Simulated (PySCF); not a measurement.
B3LYP has the VWN-RPA correlation part, as in Gaussian. 

Z-matrix (Å, degrees):
```
C
H 1 1.0790
H 1 1.0790 2 120.00
H 1 1.0790 2 120.00 3 179.98
```
Charge 0, spin multiplicity 2.

**Question.** What is the computed highest occupied spin orbital, total energy and dipole moment (B3LYP-D3(BJ)/def2-TZVP in PySCF)?

**Answer.** 
```json
{
 "highest_occupied_spin_orbital": "-6.45 eV",
 "total_energy": "-39.8602 Ha",
 "dipole_moment": "0.00 D"
}
```
